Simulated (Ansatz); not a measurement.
The first iterations of a band of CH₇BO (10 atoms, charge 0, multiplicity 1).

These are results of Ansatz 0.2.0, RKS B3LYP-D4/def2-mTZVP, not measurements.

| Item | Value |
| --- | --- |
| movable images | 8 |
| climbing image | no |
| spring | 5.0 eV/Å² |
| optimiser | quadratic models (default) |
| start path | through a guess of the saddle point |
| force threshold | 0.05 eV/Å |
| iteration limit | 60 |
| end points | relaxed |

Initial state:

```xyz
10
Properties=species:S:1:pos:R:3
B -1.079 0.443 -0.697
O 0.535 0.048 -0.485
C 0.849 -0.606 0.768
H -1.614 -0.631 -0.712
H -1.053 1.027 -1.747
H -1.337 1.127 0.262
H 1.042 0.870 -0.562
H 0.291 -1.537 0.765
H 0.531 0.014 1.606
H 1.919 -0.806 0.805
```

Final state:

```xyz
10
Properties=species:S:1:pos:R:3
B -1.047 0.613 -0.608
O 0.408 -0.211 -0.560
C 0.808 -0.677 0.753
H -1.839 -0.227 -0.280
H -1.097 0.955 -1.759
H -0.898 1.510 0.185
H 1.085 0.384 -0.916
H 1.771 -1.177 0.673
H 0.042 -1.379 1.064
H 0.851 0.159 1.450
```

| iteration | highest image above the first end (eV) | largest band force component (eV/Å) |
| --- | --- | --- |
| 1 | 0.902 | 4.136 |
| 2 | 0.274 | 1.950 |

Question: Does the band converge within its limit, and where does its top end?

Answer: The run converged. It ended after 7 iterations with the highest image 0.072 eV above the first end. No image climbed, so the highest image needn't sit at the top of the path.

The run took 2.8 min on 1 thread of Arm Neoverse V1, with other jobs on the host, peak memory 0.14 GiB.
